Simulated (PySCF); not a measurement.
Compound: methylidenesilylene, CH₂Si (singlet state).
Atom-mapped SMILES: `[CH2:1]=[Si:2]` (hydrogens: H3, H4 on C1)

Method: core-valence-separated Tamm–Dancoff BHandHLYP/aug-pcX-1 (pcseg-1 on H, def2-SVPD on Si) in PySCF, non-relativistic, gas phase, PBE0-D3(BJ)/def2-SVP geometry.

Computed carbon K-edge spectrum, Gaussian lines of 0.8 eV full width, highest printed point 100; it ends one width below the last computed root. No empirical shift is added; at this level the pattern usually sits a few eV under experiment.

(photon energy (eV), absorption): (280.6, 0), (280.7, 1), (280.8, 3), (280.9, 6), (281.0, 11), (281.1, 19), (281.2, 31), (281.3, 47), (281.4, 65), (281.5, 82), (281.6, 94), (281.7, 100), (281.8, 97), (281.9, 87), (282.0, 72), (282.1, 54), (282.2, 38), (282.3, 24), (282.4, 14), (282.5, 8), (282.6, 4), (282.7, 2), (282.8, 1), (282.9, 0), (283.0, 0), (283.1, 0), (283.2, 0), (283.3, 0), (283.4, 0), (283.5, 0), (283.6, 0), (283.7, 0), (283.8, 0), (283.9, 0), (284.0, 0), (284.1, 0), (284.2, 0), (284.3, 0), (284.4, 0), (284.5, 1), (284.6, 2), (284.7, 3), (284.8, 4), (284.9, 6), (285.0, 9), (285.1, 12), (285.2, 17), (285.3, 23), (285.4, 31), (285.5, 39), (285.6, 47), (285.7, 54), (285.8, 58), (285.9, 58), (286.0, 56), (286.1, 52), (286.2, 50), (286.3, 49), (286.4, 50), (286.5, 53), (286.6, 56), (286.7, 57), (286.8, 55)

**Question.** Where are the maxima, and which lines make them up?

**Answer.** 3 maxima:
- 281.7 eV: C1 (carbon bonded to Si and 2 H), 281.71 eV, f = 0.054, 1s→π*, 99 % of the height at the exact maximum
- 285.9 eV: C1 (carbon bonded to Si and 2 H), 285.84 eV, f = 0.030, 93 % of the height at the exact maximum
- 286.7 eV: C1 (carbon bonded to Si and 2 H), 286.65 eV, f = 0.022, 71 % of the height at the exact maximum; C1 (carbon bonded to Si and 2 H), 286.91 eV, f = 0.006, 16 % of the height at the exact maximum

Roots within 0.03 eV on the same or equivalent atoms count as one line; shares under 12 % aren't listed.

Vibrational structure and lifetime widths aren't in the curve. The ionisation threshold wasn't computed; near and above it a finite basis only mimics Rydberg series and continuum.

The run took 0.39 s wall on AMD EPYC 9R45, one thread, no GPU, shared host with 96 logical CPUs at a one-minute load of 65, and the process peaked at 0.30 GiB of memory.
